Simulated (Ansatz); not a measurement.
Basis-set extrapolation for C$_{3}$H$_{2}$OS (`C#CSC=O`) (PBE0-D4/def2-TZVP geometry, frozen core, Ansatz 0.2.0). Multiplicity 1, RHF reference.

|  | def2-TZVPP | def2-QZVPP |
| --- | --- | --- |
| HF | -587.161509 | -587.180785 |
| MP2 correlation | -0.855954 | -0.919253 |
| CCSD(T) correlation | -0.920721 | not run |

Energies in hartree. Use E(X) = E(∞) + A·exp(−7.88·√X) for Hartree–Fock and E(X) = E(∞) + B·X^(−2.97) for correlation, with X = 3 and 4, and add CCSD(T) minus MP2 of the smaller set to the MP2 limit.

Problem. What is the CCSD(T) energy at the basis-set limit?

Solution. HF limit: -587.180785 + (-0.019276) × 0.13774 = -587.18344. MP2 limit: -0.919253 + (-0.063299) × 0.74074 = -0.96614. Higher-order term: -0.920721 − (-0.855954) = -0.06477. Total: -588.21435 hartree, 346.9 kJ/mol below CCSD(T)/def2-TZVPP.
